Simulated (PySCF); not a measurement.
Potential energy curve for SMILES [SiH3][SiH3] (H6Si2). The Si1–H8 bond (Si1 also carries H, H, Si; H8 carries nothing else) is stretched with both fragments frozen at the PBE0/def2-TZVP optimised geometry.

- UHF/cc-pVDZ (PySCF)
- RHF/cc-pVDZ (PySCF)
- UKS-PBE = unrestricted PBE/cc-pVDZ (PySCF)
- RKS-PBE = restricted PBE/cc-pVDZ in PySCF 2.14.0
- UKS-BHandHLYP = unrestricted BHandHLYP/cc-pVDZ in PySCF
- RKS-BHandHLYP = PySCF with restricted BHandHLYP/cc-pVDZ
- UKS-B3LYP/6-31G* = PySCF 2.14.0 with unrestricted B3LYP/6-31G*, spherical d
- RKS-B3LYP/6-31G* = restricted B3LYP/6-31G*, spherical d run with PySCF
- UKS-BP86/6-31G* = unrestricted BP86/6-31G*, spherical d run with PySCF
- RKS-BP86/6-31G* = restricted BP86/6-31G*, spherical d run with PySCF
- UKS-B3LYP/3-21G = unrestricted B3LYP/3-21G (PySCF 2.14.0)
- RKS-B3LYP/3-21G = restricted B3LYP/3-21G in PySCF 2.14.0

Scanned distances (Å): 1.09, 1.17, 1.27, 1.36, 1.40, 1.44, 1.49, 1.55, 1.56, 1.62, 1.72, 1.85, 2.01, 2.19, 2.47, 2.71, 3.00, 3.28, 3.62, 4.03, 4.45, 5.15.

Task: Where does the unrestricted solution first break spin symmetry (<S²> of 0.01 or more)?

Result: UHF: between 2.01 and 2.19 Å; UKS-PBE: between 2.47 and 2.71 Å; UKS-BHandHLYP: between 2.19 and 2.47 Å; UKS-B3LYP/6-31G*: between 2.47 and 2.71 Å; UKS-BP86/6-31G*: between 2.71 and 3.00 Å; UKS-B3LYP/3-21G: between 2.47 and 2.71 Å.

```
R / Å  <S²> UHF  E(RHF) − E(UHF) / eV  <S²> UKS-PBE  E(RKS-PBE) − E(UKS-PBE) / eV  <S²> UKS-BHandHLYP  E(RKS-BHandHLYP) − E(UKS-BHandHLYP) / eV  <S²> UKS-B3LYP/6-31G*  E(RKS-B3LYP/6-31G*) − E(UKS-B3LYP/6-31G*) / eV  <S²> UKS-BP86/6-31G*  E(RKS-BP86/6-31G*) − E(UKS-BP86/6-31G*) / eV  <S²> UKS-B3LYP/3-21G  E(RKS-B3LYP/3-21G) − E(UKS-B3LYP/3-21G) / eV
-----  --------  --------------------  ------------  ----------------------------  ------------------  ----------------------------------------  ---------------------  ----------------------------------------------  --------------------  --------------------------------------------  --------------------  --------------------------------------------
1.09       0.00                 0.000          0.00                         0.000                0.00                                     0.000                   0.00                                           0.000                  0.00                                         0.000                  0.00                                         0.000
1.17       0.00                 0.000          0.00                         0.000                0.00                                     0.000                   0.00                                           0.000                  0.00                                         0.000                  0.00                                         0.000
1.27       0.00                 0.000          0.00                         0.000                0.00                                     0.000                   0.00                                           0.000                  0.00                                         0.000                  0.00                                         0.000
1.36       0.00                 0.000          0.00                         0.000                0.00                                     0.000                   0.00                                           0.000                  0.00                                         0.000                  0.00                                         0.000
1.40       0.00                 0.000          0.00                         0.000                0.00                                     0.000                   0.00                                           0.000                  0.00                                         0.000                  0.00                                         0.000
1.44       0.00                 0.000          0.00                         0.000                0.00                                     0.000                   0.00                                           0.000                  0.00                                         0.000                  0.00                                         0.000
1.49       0.00                 0.000          0.00                         0.000                0.00                                     0.000                   0.00                                           0.000                  0.00                                         0.000                  0.00                                         0.000
1.55       0.00                 0.000          0.00                         0.000                0.00                                     0.000                   0.00                                           0.000                  0.00                                         0.000                  0.00                                         0.000
1.56       0.00                 0.000          0.00                         0.000                0.00                                     0.000                   0.00                                           0.000                  0.00                                         0.000                  0.00                                         0.000
1.62       0.00                 0.000          0.00                         0.000                0.00                                     0.000                   0.00                                           0.000                  0.00                                         0.000                  0.00                                         0.000
1.72       0.00                 0.000          0.00                         0.000                0.00                                     0.000                   0.00                                           0.000                  0.00                                         0.000                  0.00                                         0.000
1.85       0.00                 0.000          0.00                         0.000                0.00                                     0.000                   0.00                                           0.000                  0.00                                         0.000                  0.00                                         0.000
2.01       0.00                 0.000          0.00                         0.000                0.00                                     0.000                   0.00                                           0.000                  0.00                                         0.000                  0.00                                         0.000
2.19       0.12                 0.011          0.00                         0.000                0.00                                     0.000                   0.00                                           0.000                  0.00                                         0.000                  0.00                                         0.000
2.47       0.58                 0.380          0.00                         0.000                0.19                                     0.028                   0.00                                           0.000                  0.00                                         0.000                  0.00                                         0.000
2.71       0.78                 0.896          0.02                         0.000                0.52                                     0.235                   0.30                                           0.055                  0.00                                         0.000                  0.33                                         0.067
3.00       0.90                 1.562          0.58                         0.134                0.76                                     0.619                   0.64                                           0.288                  0.48                                         0.090                  0.66                                         0.318
3.28       0.95                 2.166          0.82                         0.367                0.88                                     1.017                   0.82                                           0.573                  0.75                                         0.287                  0.84                                         0.621
3.62       0.99                 2.808          0.94                         0.657                0.95                                     1.459                   0.93                                           0.910                  0.90                                         0.546                  0.94                                         0.974
4.03       1.00                 3.441          0.99                         0.937                0.99                                     1.896                   0.98                                           1.246                  0.97                                         0.809                  0.98                                         1.324
4.45       1.00                 3.944          1.00                         1.135                1.00                                     2.232                   1.00                                           1.499                  0.99                                         1.001                  1.00                                         1.584
5.15       1.01                 4.517          1.00                         1.320                1.00                                     2.595                   1.00                                           1.757                  1.00                                         1.183                  1.00                                         1.842
```
